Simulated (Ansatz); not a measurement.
## AlH3OS, SMILES [OH][AlH][SH]: an active-space calculation, step by step

Program: the Ansatz DFT code, driven from Python.

Typed at the interpreter:
```pycon
>>> import ansatz as az
>>> BASIS_SET = '6-31G*'
>>> GEOMETRY = '''
... O    -1.18250   -0.98990   -0.82370
... Al    0.10240    0.22380   -0.38350
... S     0.61280    0.54330    1.78260
... H    -1.97880   -0.38210   -0.84160
... H     0.89010    1.01850   -1.54070
... H     1.59810   -0.47760    1.76070
... '''
>>> system = az.Crystal.molecule()
>>> for line in GEOMETRY.strip().splitlines():
...     symbol, *xyz = line.split()
...     system = system.atom(symbol, [float(v) for v in xyz])
...
>>> base = (
...     system.calculation()
...     .basis(gaussian=BASIS_SET)
...     .correlation(active_electrons=4, active_orbitals=5)  # correlation on top of the mean field
... )
>>> for method in ['sc_nevpt2']:
...     rep = (base if method is None else base.correlation(method)).run(threads=1).report
...     space = rep['configurations']
...     state = space['states'][0]
...     print(method or 'casscf', f'total {rep["free_energy_ev"] / 27.211386246:.6f} Ha, active-space state {state["energy"]["hartree"]:.6f} Ha, mean field {rep["reference_energy_ev"] / 27.211386246:.6f} Ha')
...     print('  determinants', state['n_determinants'], ' natural occupations', [round(n, 3) for n in space['natural_occupations']])
...
RunWarning: the results are in doubt because another end's mean lies 0.416 eV lower, and its corrected mean 0.293 eV higher
sc_nevpt2 total -716.442688 Ha, active-space state -716.124074 Ha, mean field -716.080314 Ha
  determinants 100  natural occupations [1.974, 1.97, 0.03, 0.024, 0.002]
```

Notes:
- Total energies depend on the basis set; only differences at equal settings carry meaning.
- Warnings are shown shortened and without file and line.
- The geometry is a force-field or estimated start, not a minimum of this method, and the basis set is short of its limit. The active space starts as a window about the frontier orbitals and is then optimised, not chosen by chemistry.
- A lower CASSCF solution was found and passed over, so the printed active-space state isn't the lowest.
- Wall time of the script: 5.3 s on 1 thread of Arm Neoverse V1, with other jobs on the host, peak memory 0.17 GiB.

(Lines on the test bed's own set-up are left out of the output.)
